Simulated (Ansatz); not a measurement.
**C₃H₅F₃: up Jacob's ladder to CCSD(T)**

One table from this session's results is given with a row withheld; the runs are named, their logs left out.

Method: functionals in def2-TZVPP, the program's frozen cores in correlated methods; program: Ansatz 0.2.0, Gaussian basis.

The runs, in order: PBE-D4, r2SCAN-D4, PBE0-D4, B3LYP-D4, ωB97X-V, ωB97M-V, B2PLYP; CCSD(T)/def2-TZVPP; MP2/def2-QZVPP; extrapolation to the limit.

### The geometry

An earlier PBE0-D4 in a triple-zeta def2 set relaxation fixed the geometry.

SMILES `FCC(F)CF`, 11 atoms, charge 0, spin multiplicity 1.

Atoms are counted from 1 here; the program's logs count them from 0.

Bond lengths: F1–C2 1.380 Å, C2–C3 1.515 Å, C2–H7 1.092 Å, C2–H8 1.092 Å, C3–F4 1.382 Å, C3–C5 1.504 Å, C3–H9 1.097 Å, C5–F6 1.378 Å, C5–H10 1.094 Å, C5–H11 1.093 Å. Angles: F1–C2–C3 108.6°, F1–C2–H7 108.9°, F1–C2–H8 108.9°, C3–C2–H7 109.9°, C3–C2–H8 110.7°, H7–C2–H8 109.9°, C2–C3–F4 107.1°, C2–C3–C5 113.7°, C2–C3–H9 109.6°, F4–C3–C5 109.9°, F4–C3–H9 108.2°, C5–C3–H9 108.2°, C3–C5–F6 110.8°, C3–C5–H10 109.4°, C3–C5–H11 109.9°, F6–C5–H10 108.6°, F6–C5–H11 108.3°, H10–C5–H11 109.8°.

Set-up of the first run:

in.yaml reads:

```yaml
crystal:
  periodic: [false, false, false]
  atoms:
    - {symbol: F, position_ang: [-1.599354, 1.218943, -0.262743]}
    - {symbol: C, position_ang: [-1.204981, 0.115436, 0.465781]}
    - {symbol: C, position_ang: [-0.050823, -0.551327, -0.254397]}
    - {symbol: F, position_ang: [0.219859, -1.730341, 0.414371]}
    - {symbol: C, position_ang: [1.189353, 0.296313, -0.322270]}
    - {symbol: F, position_ang: [1.556117, 0.729665, 0.933110]}
    - {symbol: H, position_ang: [-2.046084, -0.577481, 0.540463]}
    - {symbol: H, position_ang: [-0.901408, 0.440981, 1.462758]}
    - {symbol: H, position_ang: [-0.351217, -0.800788, -1.279395]}
    - {symbol: H, position_ang: [0.997909, 1.170957, -0.950599]}
    - {symbol: H, position_ang: [2.015929, -0.285457, -0.739080]}
basis:
  gaussian: {orbitals: def2-TZVPP}
hamiltonian: {xc: pbe, dispersion: d4}
output: {forces: true, orbitals: {seedname: orbitals}}
```

Run with:

```console
ansatz run in.yaml --threads 4 --pin off --events-out ev --progress --plain --max-ram 10444MiB
```

Steps of the session up to this table: PBE-D4 (GGA); r2SCAN-D4 (meta-GGA); PBE0-D4 (hybrid); B3LYP-D4 (hybrid); ωB97X-V (range-separated); ωB97M-V (range-separated); B2PLYP (double hybrid); CCSD(T) in def2-TZVPP; MP2 in def2-QZVPP.

One of the session's tables, all rows but one given; the rest of the session is left out.

```
            method  atomisation energy (kJ/mol)
            PBE-D4                       4442.5
         r2SCAN-D4                       4322.7
           PBE0-D4                       4331.4
          B3LYP-D4                       4298.6
           ωB97X-V                       4321.4
           ωB97M-V                       4322.0
            B2PLYP                       4264.9
     HF/def2-TZVPP                       3109.4
    MP2/def2-TZVPP                       4309.4
   CCSD/def2-TZVPP                            ?
CCSD(T)/def2-TZVPP                       4201.2
           MP2/CBS                       4416.5
       CCSD(T)/CBS                       4308.3
```

Estimate the missing values for CCSD/def2-TZVPP.

**Answer.** atomisation energy (kJ/mol): 4134.0. In the column «atomisation energy (kJ/mol)» it lies between HF/def2-TZVPP (3109.4) and CCSD(T)/def2-TZVPP (4201.2).

Limits of these values: Free atoms (3 F, 3 C, 5 H) were run apart at each level; the atomisation energy is their sum less the molecule, without zero-point or spin-orbit terms.
